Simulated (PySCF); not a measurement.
## How exact exchange moves a shielding

Molecule: Hydrogen peroxide, H2O2.

Geometry:
| atom | x (Å) | y (Å) | z (Å) |
| --- | --- | --- | --- |
| O1 | -0.667 | 0.167 | 0.220 |
| O2 | 0.667 | 0.270 | -0.250 |
| H3 | -1.066 | -0.376 | -0.473 |
| H4 | 1.150 | -0.152 | 0.473 |

GIAO shieldings (ppm, equivalent atoms averaged) in PySCF 2.14 on the PBE0-D3(BJ)/def2-SVP geometry, basis pcSseg-2, gas phase, non-relativistic:

```tsv
functional	exact exchange (%)	σ(O1/O2)
BLYP	0	112.4
BP86	0	122.2
PBE	0	121.7
B3LYP	20	124.7
PBE0	25	135.5
BHandHLYP	50	139.8
HF	100	161.7
```

Q: Fit each shielding as a line in the percentage of exact exchange.

A: σ(O1/O2) = 119.2 + 0.43 x (rms 3.8 ppm). The functionals also differ in their semilocal parts, which the line can't hold; Hartree–Fock has no correlation at all.

Q: What does the line predict for mPW1PW91 (25 %), and what does the run give?

A: σ(O1/O2): 129.9 predicted, 133.8 computed ppm.
